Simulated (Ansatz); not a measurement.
Ansatz (a program for electronic structure) input (CCSD(T)/def2-TZVPP):

Ansatz 0.2 input:
```yaml
crystal:
  periodic: [false, false, false]
  atoms:
    - {symbol: C, position_ang: [0.08837911, 0.08579245, 0.08813120]}
    - {symbol: H, position_ang: [-0.59583251, -0.58847006, 0.64981294]}
    - {symbol: H, position_ang: [0.64811021, -0.59179503, -0.59439216]}
    - {symbol: H, position_ang: [-0.58255235, 0.66551036, -0.58420799]}
basis:
  gaussian:
    orbitals: def2-TZVPP
total_charge: -1
magnetization: {spin_polarized: false}
correlation: {method: ccsd_t, electrons: outside_noble_gas}
```

End of the output:

```
mean field -1075.24447904 eV, -39.5145057779 hartree, gradient 2.6e-6 eV, S^2 0.000000; 0 other end points of the search recorded, 0 dependent functions left out
1 core orbitals not correlated
reference -1075.24447904 eV, -39.5145057779 hartree; 4, 4 occupied and 68, 68 virtual orbitals, 418 factors
second order -5.63925272 eV of doubles, -0.00000000 eV of singles
coupled cluster: 0.13 GiB planned
cycle   1  -5.91563785 eV  change   -2.8e-1 eV  update   4.7e-2
cycle   2  -6.05774624 eV  change   -1.4e-1 eV  update   1.4e-2
cycle   3  -6.08013082 eV  change   -2.2e-2 eV  update   4.8e-3
cycle   4  -6.08047871 eV  change   -3.5e-4 eV  update   1.1e-3
cycle   5  -6.08064687 eV  change   -1.7e-4 eV  update   3.0e-4
cycle   6  -6.08064743 eV  change   -5.6e-7 eV  update   8.1e-5
cycle   7  -6.08067023 eV  change   -2.3e-5 eV  update   2.2e-5
cycle   8  -6.08067264 eV  change   -2.4e-6 eV  update   8.2e-6
perturbative correction -0.22076808 eV, -0.0081130775 hartree
Total energy: -1081.54591977 eV, -39.7460794533 hartree
```

Whether it binds its extra electron was not tested at this geometry.
